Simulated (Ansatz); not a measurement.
# H2S2 (SMILES SS) at 6 levels

Aim: a comparison of 6 runs (B3LYP/STO-3G, BHLYP/STO-3G, SVWN5/STO-3G, UPBE0/STO-3G, UMP2/STO-3G, CCSD(T)/STO-3G) of H2S2. 

The results are computed with Ansatz 0.2.0.

44 further runs of the same task are left out: 10 that didn't finish, 34 set aside as unsound or not needed.

## (1) The molecule

H2S2: 4 atoms, total charge 0, spin state singlet. As SMILES, `SS`. The S2–S1 distance was set to 4.092 Å, away from the relaxed value. At this shape a bond of the SMILES string is far longer than usual.

Bond lengths: S1–H3 1.347 Å, S2–H4 1.347 Å.

## (2) A single-point energy at B3LYP/STO-3G (run 1)

run.yaml reads:

```yaml
crystal:
  periodic: [false, false, false]
  atoms:
    - {symbol: S, position_ang: [1.508747, -2.699999, 0.266021]}
    - {symbol: S, position_ang: [0.060220, 1.121560, 0.067360]}
    - {symbol: H, position_ang: [0.498847, -3.263379, 0.956211]}
    - {symbol: H, position_ang: [-0.619290, 1.020250, -1.090950]}
basis:
  gaussian: {orbitals: STO-3G}
hamiltonian: {xc: {name: B3LYP}}
accuracy: high
```

On the command line:

```sh
$ ansatz run run.yaml --threads 1 --pin off --max-ram 3480MiB --events-out events.jsonl --progress --plain --runs-dir runs
```

The log of the run:

```text
Warning: RAYON_NUM_THREADS=1 ignored (pool sized by the plan → 1); use --threads N
Functional definition: B3LYP
  name "B3LYP"
  parameter a0 = 0.2
  parameter ax = 0.72
  parameter ac = 0.81
  exchange = (1 - a0 - ax)*slater_x + ax*b88_x + a0*exact_x
  correlation = (1 - ac)*vwn_rpa_c + ac*lyp_c
308 factors; integrals over basis functions are off by at most 2.4e-8 eV
mean field evaluation 1: about -21457.3585 eV, gradient 4.7e0 eV
mean field evaluation 2: about -21457.4463 eV, gradient 2.6e0 eV
mean field evaluation 4: about -21457.4675 eV, gradient 1.4e0 eV
mean field evaluation 8: about -21457.4689 eV, gradient 9.4e-3 eV
mean field evaluation 16: about -21457.4690 eV, gradient 7.5e-6 eV
mean field evaluation 32: about -21457.3821 eV, gradient 2.6e-1 eV
mean field -21457.46898053 eV, -788.5474406395 hartree, gradient 1.7e-8 eV, S^2 0.000000; 4 other end points of the search recorded, 0 dependent functions left out
reference -21457.46901001 eV, -788.5474417229 hartree; 17, 17 occupied and 3, 3 virtual orbitals, 308 factors
Total energy: -21457.46901001 eV, -788.5474417229 hartree
```

Wall time 0.8 s (1 thread of Intel Xeon 6975P-C (Granite Rapids), shared host).

## (3) The energy at BHLYP/STO-3G (run 2)

job.yaml reads:

```yaml
crystal:
  periodic: [false, false, false]
  atoms:
    - {symbol: S, position_ang: [1.508747, -2.699999, 0.266021]}
    - {symbol: S, position_ang: [0.060220, 1.121560, 0.067360]}
    - {symbol: H, position_ang: [0.498847, -3.263379, 0.956211]}
    - {symbol: H, position_ang: [-0.619290, 1.020250, -1.090950]}
basis:
  gaussian:
    orbitals: STO-3G
hamiltonian:
  xc: {name: BHLYP}
accuracy: high
```

On the command line:

```sh
$ ansatz run job.yaml --threads 1 --pin off --max-ram 3480MiB --events-out events.jsonl --progress --plain --runs-dir runs
```

The log of the run:

```text
Warning: RAYON_NUM_THREADS=1 ignored (pool sized by the plan → 1); use --threads N
Functional definition: BHLYP
  name "BHLYP"
  parameter a = 0.5
  exchange = (1 - a)*b88_x + a*exact_x
  correlation = lyp_c
308 factors; integrals over basis functions are off by at most 2.4e-8 eV
mean field evaluation 1: about -21456.5742 eV, gradient 7.3e0 eV
mean field evaluation 2: about -21456.8282 eV, gradient 2.0e0 eV
mean field evaluation 4: about -21456.8480 eV, gradient 1.7e-1 eV
mean field evaluation 8: about -21456.8471 eV, gradient 1.6e-2 eV
mean field evaluation 16: about -21456.8473 eV, gradient 4.3e-5 eV
mean field evaluation 32: about -21456.8470 eV, gradient 6.3e-2 eV
mean field -21456.84731705 eV, -788.5245949282 hartree, gradient 1.2e-9 eV, S^2 0.000000; 2 other end points of the search recorded, 0 dependent functions left out
reference -21456.84733731 eV, -788.5245956726 hartree; 17, 17 occupied and 3, 3 virtual orbitals, 308 factors
Total energy: -21456.84733731 eV, -788.5245956726 hartree
```

Wall time 0.72 s (1 thread of Intel Xeon 6975P-C (Granite Rapids), shared host).

Runs 3 to 5 aren't shown in full; the table further down has their settings and results.

## (4) A single-point energy at CCSD(T)/STO-3G (run 6)

input.yaml reads:

```yaml
crystal:
  periodic: [false, false, false]
  atoms:
    - symbol: S
      position_ang: [1.508747, -2.699999, 0.266021]
    - symbol: S
      position_ang: [0.060220, 1.121560, 0.067360]
    - symbol: H
      position_ang: [0.498847, -3.263379, 0.956211]
    - symbol: H
      position_ang: [-0.619290, 1.020250, -1.090950]
basis:
  gaussian: {orbitals: STO-3G}
correlation: {method: ccsd_t, frozen_orbitals: {H: 0, S: 5}}
accuracy: high
scf: {omitted_lower_state_checks: [cluster_reference, increment]}
```

On the command line:

```sh
$ ansatz run input.yaml --threads 1 --pin off --max-ram 3480MiB --events-out events.jsonl --progress --plain --runs-dir runs
```

The log of the run:

```text
Warning: RAYON_NUM_THREADS=1 ignored (pool sized by the plan → 1); use --threads N
[... 14 lines left out ...]
10 core orbitals not correlated: weight in the atoms' cores, before any rotation towards them, 1.000 or more for the frozen orbitals, at most 0.000 for the correlated occupied ones
[... 91 lines left out ...]
WARN: these amplitudes may be one of several solutions (largest doubles amplitude 0.96, level shift 13.32 eV)
Total energy: -21428.03372354 eV, -787.4657148973 hartree
Checks for a lower state left out: cluster_reference, increment
```

Run time: 0.18 s. Hardware: 1 thread of Intel Xeon 6975P-C (Granite Rapids), shared host.

## (5) Overview of the runs

```
run           level  frozen core orbitals  energy (Eh)  wall time
  1    B3LYP/STO-3G                     –  -788.547442      0.8 s
  2    BHLYP/STO-3G                     –  -788.524596     0.72 s
  3    SVWN5/STO-3G                     –  -785.715127     0.54 s
  4    UPBE0/STO-3G                     –  -788.348249      5.4 s
  5     UMP2/STO-3G                    10  -787.449328     0.42 s
  6  CCSD(T)/STO-3G                    10  -787.465715     0.18 s
```

## (6) What came out

| quantity | value |
| --- | --- |
| run 6: total energy | -787.46571 Eh |
| run 6: correlation energy (10 core orbitals frozen) | -249.3 mEh |
| run 6: (T) correction | -0.66 mEh |
| run 6: T1 diagnostic | 0.098 |

**Reading.** Totals of different functionals can't be ranked against each other. In run 6 the T1 diagnostic is large, so a single reference may not serve. In run 6 the log says that unrestricted orbitals would lower the reference, so the values rest on an unstable closed-shell determinant (other closed-shell runs at this shape may share the fault). In runs 1, 2, 3, 4, 5, 6 the basis is minimal, so the values are rough. In runs 1, 2, 3, 6 a closed-shell determinant meets a far-stretched bond, which it describes badly. Spin contamination of the reference: run 5 ⟨S²⟩ = 1.01, run 4 ⟨S²⟩ = 1.00. Where it is this large, the reference is a mixture of spin states, and values that rest on it are in doubt. All runs together took 8.1 s, the longest 5.4 s.
